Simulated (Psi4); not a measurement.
# r2SCAN/cc-pVDZ (sweep point 1) run of C2H5B (BH2(vinyl))

Aim: the vertical electron affinity of C2H5B (BH2(vinyl)) at r2SCAN/cc-pVDZ (sweep point 1), from 2 runs. Input form: a Python script.

Program for the calculation: Psi4 1.11.

## 1. The molecule

The species is C2H5B (8 atoms), meant as a singlet with charge 0. As SMILES, `[H]B([H])C=C`. The coordinates come from a GFN2-xTB relaxation.

Bond lengths: B1–C4 1.543 Å, C4–C5 1.335 Å, B1–H2 1.169 Å, B1–H3 1.169 Å, C4–H6 1.086 Å, C5–H7 1.079 Å, C5–H8 1.081 Å. Angles: B1–C4–C5 123.6°, B1–C4–H6 119.7°, C5–C4–H6 116.7°, H2–B1–C4 120.3°, H3–B1–C4 119.7°, C4–C5–H7 121.2°, C4–C5–H8 123.0°, H2–B1–H3 119.9°, H7–C5–H8 115.7°.

## 2. The energy at r2SCAN/cc-pVDZ (sweep point 1)

calc.py

```python
import psi4

psi4.set_memory('1600 MB')
psi4.set_num_threads(1)
psi4.set_output_file('psi4.out', False)

mol = psi4.geometry("""
0 1
B      0.680050     1.043480    -0.404910
H      1.352050     1.364190    -1.305900
H      0.485750     1.790660     0.473180
C      0.051370    -0.365260    -0.363800
C     -0.714000    -0.804010     0.637680
H      0.229140    -1.057580    -1.181160
H     -0.937570    -0.177460     1.486850
H     -1.146770    -1.794020     0.658070
symmetry c1
""")

psi4.set_options({
    'basis': 'cc-pVDZ',
    'puream': True,
    'scf_type': 'pk',
    'dft_radial_points': 99,
    'dft_spherical_points': 590,
})

E, wfn = psi4.energy("r2scan", return_wfn=True)
print(f'total energy {E:.8f} hartree = {E * 27.211386:.5f} eV')
```

Command:

```
$ python calc.py
```

psi4.out:

```text
[...]
  Running in c1 symmetry.
[...]
  Nuclear repulsion =   58.129024850213071
[...]
  Multiplicity = 1
[...]
  Nalpha       = 11
  Nbeta        = 11
[...]
    Number of basis functions: 67
[...]
   @RKS iter   1:  -103.69789860804484   -4.06369e-01   9.36115e-03 DIIS/ADIIS
[...]
   @RKS iter   9:  -103.94700876313036   -5.79132e-09   1.31598e-07 DIIS
[...]
    Orbital Energies [Eh]
    ---------------------
    Doubly Occupied:
       1A    -10.071891     2A    -10.038053     3A     -6.628417
       4A     -0.741557     5A     -0.561239     6A     -0.468960
       7A     -0.423376     8A     -0.371186     9A     -0.299549
      10A     -0.292557    11A     -0.276459
[...]
  @RKS Final Energy:  -103.94700876313036
   => Energetics <=
    Nuclear Repulsion Energy =             58.1290248502130709
    One-Electron Energy =                -252.8657365093388307
    Two-Electron Energy =                 107.4651155010442096
    DFT Exchange-Correlation Energy =     -16.6754126050487841
    Empirical Dispersion Energy =           0.0000000000000000
    VV10 Nonlocal Energy =                  0.0000000000000000
    Total Energy =                       -103.9470087631303556
[...]
 Multipole Moments:
 ------------------------------------------------------------------------------------
     Multipole            Electronic (a.u.)      Nuclear  (a.u.)        Total (a.u.)
 ------------------------------------------------------------------------------------
 L = 1.  Multiply by 2.5417464519 to convert [e a0] to [Debye]
 Dipole X            :          0.3505385           -0.6198884           -0.2693499
 Dipole Y            :          0.2432190           -0.6519094           -0.4086904
 Dipole Z            :         -0.4445288            0.6058702            0.1613414
 Magnitude           :                                                    0.5153719
[...]
```

On the terminal:

```text
total energy -103.94700876 hartree = -2828.54218 eV
```

Run time: 29 s. Hardware: 1 thread of Intel Xeon Platinum 8488C (Sapphire Rapids), shared host; peak memory 0.98 GiB.

## 3. The doublet anion at the same level

run.py

```python
import psi4

psi4.set_memory('1600 MB')
psi4.set_num_threads(1)
psi4.set_output_file('run.log', False)

geom = psi4.geometry("""
-1 2
B      0.680050     1.043480    -0.404910
H      1.352050     1.364190    -1.305900
H      0.485750     1.790660     0.473180
C      0.051370    -0.365260    -0.363800
C     -0.714000    -0.804010     0.637680
H      0.229140    -1.057580    -1.181160
H     -0.937570    -0.177460     1.486850
H     -1.146770    -1.794020     0.658070
units angstrom
symmetry c1
""")

options = {'basis': 'cc-pVDZ', 'reference': 'uks', 'puream': True, 'scf_type': 'pk', 'dft_radial_points': 99, 'dft_spherical_points': 590, 'maxiter': 150}
psi4.set_options(options)

result = psi4.energy("r2scan")
print('E =', round(result, 9))
```

Command:

```
$ python run.py
```

run.log:

```text
[...]
  Running in c1 symmetry.
[...]
  Nuclear repulsion =   58.129024850213071
[...]
  Multiplicity = 2
[...]
  Nalpha       = 12
  Nbeta        = 11
[...]
    Number of basis functions: 67
[...]
   @UKS iter   1:  -103.47624439916757   -1.84714e-01   1.25030e-02 DIIS/ADIIS
[...]
   @UKS iter  11:  -103.94941016853156   -3.03652e-08   4.75545e-07 DIIS
[...]
   @S^2 Observed:                7.722471240E-01
[...]
    Orbital Energies [Eh]
    ---------------------
    Alpha Occupied:
       1A     -9.816495     2A     -9.800388     3A     -6.345397
       4A     -0.503397     5A     -0.329142     6A     -0.235112
       7A     -0.190330     8A     -0.138906     9A     -0.056316
      10A     -0.053766    11A     -0.048456    12A      0.101259
    Alpha Virtual:
      13A      0.240895    14A      0.266310    15A      0.293263
      16A      0.329967    17A      0.354522    18A      0.394739
      19A      0.415812    20A      0.467177    21A      0.537347
      22A      0.538475    23A      0.574134    24A      0.630974
      25A      0.684956    26A      0.701318    27A      0.722786
[...]
  @UKS Final Energy:  -103.94941016853156
   => Energetics <=
    Nuclear Repulsion Energy =             58.1290248502130709
    One-Electron Energy =                -258.2006440330758323
    Two-Electron Energy =                 113.0604313602323145
    DFT Exchange-Correlation Energy =     -16.9382223459010888
    Empirical Dispersion Energy =           0.0000000000000000
    VV10 Nonlocal Energy =                  0.0000000000000000
    Total Energy =                       -103.9494101685315570
[...]
 Multipole Moments:
 ------------------------------------------------------------------------------------
     Multipole            Electronic (a.u.)      Nuclear  (a.u.)        Total (a.u.)
 ------------------------------------------------------------------------------------
 L = 1.  Multiply by 2.5417464519 to convert [e a0] to [Debye]
 Dipole X            :         -0.0155561           -0.6198884           -0.6354445
 Dipole Y            :         -0.4738432           -0.6519094           -1.1257526
 Dipole Z            :         -0.3394839            0.6058702            0.2663863
 Magnitude           :                                                    1.3198751
[...]
```

On the terminal:

```text
E = -103.949410169
```

It took 48 s on 1 thread of Intel Xeon Platinum 8488C (Sapphire Rapids), shared host; peak memory 0.99 GiB.

## 4. Results

Level: r2SCAN/cc-pVDZ (sweep point 1).

```
                                         quantity          value
                      singlet C2H5B: total energy  -103.94701 Eh
                     singlet C2H5B: dipole moment         1.31 D
                       singlet C2H5B: HOMO energy       -7.52 eV
                       singlet C2H5B: LUMO energy       -2.71 eV
                     singlet C2H5B: HOMO–LUMO gap        4.81 eV
                      doublet anion: total energy  -103.94941 Eh
doublet anion: HOMO energy (highest over α and β)        2.76 eV
 doublet anion: LUMO energy (lowest over α and β)        4.74 eV
                              doublet anion: ⟨S²⟩          0.772
vertical electron affinity (to the doublet anion)       0.065 eV
```

In words: At fixed nuclei the extra electron is bound by 0.07 eV (1.5 kcal/mol). The basis has no diffuse functions, so the error can be as large as this value. The HOMO (doublet anion) lies at positive energy, 2.76 eV, as semi-local functionals often give for anions; only total energies tell whether the electron is bound.
